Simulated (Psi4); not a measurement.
Reaction (SMILES): OO (H2O2) + H+ → O[OH2+]
B3LYP-D3(BJ)/def2-TZVP geometries, fixed; electronic energies without zero-point terms; positive where energy is released.

Basis-set convergence of the proton affinity at MP2 with Psi4. All functions are spherical. Density fitting with the program's default auxiliary sets. Cores are frozen. Psi4's default fitting sets serve the pcseg sets less well. No added dispersion term, no relativity. Functions are those of the species that has most. Reference: Hartree-Fock in aug-cc-pVQZ plus the correlation part extrapolated as X^-3 from aug-cc-pVTZ and aug-cc-pVQZ, 163.46 kcal/mol, itself unsure by roughly 0.15 kcal/mol (a third of the extrapolation step and of the last Hartree-Fock step). Deviations are taken from unrounded values.

```
basis            functions  proton affinity (kcal/mol)  minus reference (kcal/mol)
---------------  ---------  --------------------------  --------------------------
3-21G                   24                      178.65                       15.19
6-31G                   24                      165.34                        1.89
6-311+G**               62                      165.55                        2.09
def2-SVPD               70                      163.32                       -0.14
aug-cc-pVDZ             73                      163.06                       -0.40
def2-TZVP               80                      164.32                        0.86
6-311++G(2d,2p)         84                      164.03                        0.58
pcseg-2                102                      164.67                        1.21
pcseg-3                219                      164.32                        0.87
```
